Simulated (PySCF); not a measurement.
FLi, charge -1, doublet, geometry from GFN2-xTB of the parent state (such geometries of metal compounds can be far from the true shape) (a state made from the parent by changing its charge; the spin is typed, not shown lowest) (in this run its highest filled SCF level lies above zero, so its values depend strongly on the basis, on diffuse functions most of all); PySCF with M062X/6-31G.

Input for PySCF:
```python
from pyscf import gto, scf, dft

mol = gto.M(
    atom='''
Li   -0.00000000   -0.00000000   -1.14043347
F     0.00000000    0.00000000    0.38014449
''',
    basis='6-31g',
    charge=-1,
    spin=1,
    verbose=4,
)

mf = dft.UKS(mol)
mf.xc = 'm062x'
mf.kernel()
mf.analyze()
```

What the program printed (banner, timings and long lists left out):

```
PySCF version 2.14.0

[INPUT] verbose = 4
[INPUT] num. atoms = 2
[INPUT] num. electrons = 13
[INPUT] charge = -1
[INPUT] spin (= nelec alpha-beta = 2S) = 1
[INPUT] symmetry False subgroup None
[INPUT] Mole.unit = angstrom
[INPUT] Symbol           X                Y                Z      unit          X                Y                Z       unit  Magmom
[INPUT]  1 Li     0.000000000000   0.000000000000  -1.140433470000 AA    0.000000000000   0.000000000000  -2.155106921587 Bohr   0.0
[INPUT]  2 F      0.000000000000   0.000000000000   0.380144490000 AA    0.000000000000   0.000000000000   0.718368973862 Bohr   0.0

nuclear repulsion = 9.39628553792796
number of shells = 10
number of NR pGTOs = 44
number of NR cGTOs = 18
basis = 6-31g
ecp = {}

******** <class 'pyscf.dft.uks.UKS'> ********
method = UKS
initial guess = minao
damping factor = 0
level_shift factor = 0
DIIS = <class 'pyscf.scf.diis.CDIIS'>
diis_start_cycle = 1
diis_space = 8
diis_damp = 0
SCF conv_tol = 1e-09
SCF conv_tol_grad = None
SCF max_cycles = 50
direct_scf = True
direct_scf_tol = 1e-13
number electrons alpha = 7  beta = 6
XC library pyscf.dft.libxc version 7.1.2
    S. Lehtola, C. Steigemann, M. J. T. Oliveira, and M. A. L. Marques,  SoftwareX 7, 1–5 (2018)
XC functionals = m062x
    Y. Zhao and D. G. Truhlar,  Theor. Chem. Acc. 120, 215 (2008)
    Y. Zhao and D. G. Truhlar,  Theor. Chem. Acc. 120, 215 (2008)
radial grids:
    Treutler-Ahlrichs [JCP 102, 346 (1995); DOI:10.1063/1.469408] (M4) radial grids

becke partition: Becke, JCP 88, 2547 (1988); DOI:10.1063/1.454033
pruning grids: <function nwchem_prune>
grids dens level: 3
symmetrized grids: False
atomic radii adjust function: <function treutler_atomic_radii_adjust>
small_rho_cutoff = 0
Set gradient conv threshold to 3.16228e-05
tot grids = 27984
init E= -107.101482668013

cycle= 1 E= -107.225226071991  delta_E= -0.124  |g|= 0.547  |ddm|= 0.719
cycle= 2 E= -106.909928690388  delta_E= 0.315  |g|= 1.08  |ddm|= 1.25
cycle= 3 E= -107.349971005044  delta_E= -0.44  |g|= 0.0342  |ddm|= 0.77

cycle= 4 E= -107.351976818639  delta_E= -0.00201  |g|= 0.00579  |ddm|= 0.154

cycle= 5 E= -107.352181402894  delta_E= -0.000205  |g|= 0.00221  |ddm|= 0.0615

cycle= 6 E= -107.352198100099  delta_E= -1.67e-05  |g|= 0.00044  |ddm|= 0.0206

cycle= 7 E= -107.352199034891  delta_E= -9.35e-07  |g|= 0.000149  |ddm|= 0.00471

cycle= 8 E= -107.352199138767  delta_E= -1.04e-07  |g|= 4.41e-05  |ddm|= 0.00138

cycle= 9 E= -107.352199153982  delta_E= -1.52e-08  |g|= 1.08e-05  |ddm|= 0.000592

cycle= 10 E= -107.352199154808  delta_E= -8.25e-10  |g|= 1.56e-06  |ddm|= 0.000166

Extra cycle  E= -107.352199154819  delta_E= -1.14e-11  |g|= 7.85e-07  |ddm|= 1.25e-05
converged SCF energy = -107.352199154819  <S^2> = 0.75060301  2S+1 = 2.0006029
**** SCF Summaries ****
Total Energy =                        -107.352199154819104
Nuclear Repulsion Energy =               9.396285537927961
One-electron Energy =                 -172.017535255999007
Two-electron Energy =                   55.269050563251938
Two-electron Coulomb Energy =           67.830003836121918
DFT Exchange-Correlation Energy =      -12.560953272869984
**** MO energy ****
                             alpha | beta                alpha | beta
MO #1   energy= -24.8981363562415  | -24.8973040524588  occ= 1 | 1
MO #2   energy= -1.8955225562611   | -1.89253468192122  occ= 1 | 1
MO #3   energy= -0.946501660529708 | -0.944258846525382 occ= 1 | 1
MO #4   energy= -0.190114487393314 | -0.188371424759802 occ= 1 | 1
MO #5   energy= -0.174302134382711 | -0.17226884397712  occ= 1 | 1
MO #6   energy= -0.174302134382709 | -0.172268843977112 occ= 1 | 1
MO #7   energy= 0.0483594549953708 | 0.013553742800561  occ= 1 | 0
MO #8   energy= 0.185884072206714  | 0.135244662125053  occ= 0 | 0
MO #9   energy= 0.185884072206719  | 0.135244662125056  occ= 0 | 0
MO #10  energy= 0.220275386504481  | 0.167898441518265  occ= 0 | 0
MO #11  energy= 0.325551941709409  | 0.188096496815585  occ= 0 | 0
MO #12  energy= 0.359659288373329  | 0.322677866586759  occ= 0 | 0
MO #13  energy= 0.359659288373334  | 0.322677866586761  occ= 0 | 0
MO #14  energy= 0.485657157964336  | 0.436564696079756  occ= 0 | 0
MO #15  energy= 1.62012501789343   | 1.61866921783362   occ= 0 | 0

To work with the spin densities directly, `use mulliken_meta_spin()` only printing them here.

 ** Mulliken spin pop alpha/beta on meta-lowdin orthogonal AOs **
 ** Mulliken Spin Density (per AO)  **
spin_pop of  0 Li 1s        0.00037
spin_pop of  0 Li 2s        0.75734
spin_pop of  0 Li 3s        0.01602
spin_pop of  0 Li 2px      -0.00419
spin_pop of  0 Li 2py      -0.00419
spin_pop of  0 Li 2pz       0.18410
spin_pop of  0 Li 3px       0.00003
spin_pop of  0 Li 3py       0.00003
spin_pop of  0 Li 3pz       0.00720
spin_pop of  1 F 1s       -0.00000
spin_pop of  1 F 2s        0.01650
spin_pop of  1 F 3s        0.01313
spin_pop of  1 F 2px       0.00437
spin_pop of  1 F 2py       0.00437
spin_pop of  1 F 2pz       0.00459
spin_pop of  1 F 3px      -0.00020
spin_pop of  1 F 3py      -0.00020
spin_pop of  1 F 3pz       0.00076
 ** Mulliken Spin Density (per atom)  **
spin density of  0 Li =      0.95669
spin density of  1 F =      0.04331
 ** Mulliken pop alpha/beta on meta-lowdin orthogonal AOs **
 ** Mulliken pop       alpha | beta **
pop of  0 Li 1s        0.99991 | 0.99954
pop of  0 Li 2s        0.78547 | 0.02813
pop of  0 Li 3s        0.01965 | 0.00363
pop of  0 Li 2px       0.02157 | 0.02576
pop of  0 Li 2py       0.02157 | 0.02576
pop of  0 Li 2pz       0.18487 | 0.00077
pop of  0 Li 3px       0.00240 | 0.00237
pop of  0 Li 3py       0.00240 | 0.00237
pop of  0 Li 3pz       0.01748 | 0.01028
pop of  1 F 1s        1.00000 | 1.00000
pop of  1 F 2s        0.98881 | 0.97231
pop of  1 F 3s        0.01439 | 0.00126
pop of  1 F 2px       0.97399 | 0.96962
pop of  1 F 2py       0.97399 | 0.96962
pop of  1 F 2pz       0.98669 | 0.98210
pop of  1 F 3px       0.00204 | 0.00224
pop of  1 F 3py       0.00204 | 0.00224
pop of  1 F 3pz       0.00274 | 0.00198
In total             7.00000 | 6.00000
 ** Mulliken atomic charges   ( Nelec_alpha | Nelec_beta ) **
charge of  0Li =     -0.15395  (     2.05532      1.09863 )
charge of  1F =     -0.84605  (     4.94468      4.90137 )

WARN: System has nonzero charge -1; the dipole moment is origin-dependent.
Location of origin: [0. 0. 0.]

Dipole moment(X, Y, Z, Debye):  0.00000,  0.00000,  5.16567
```
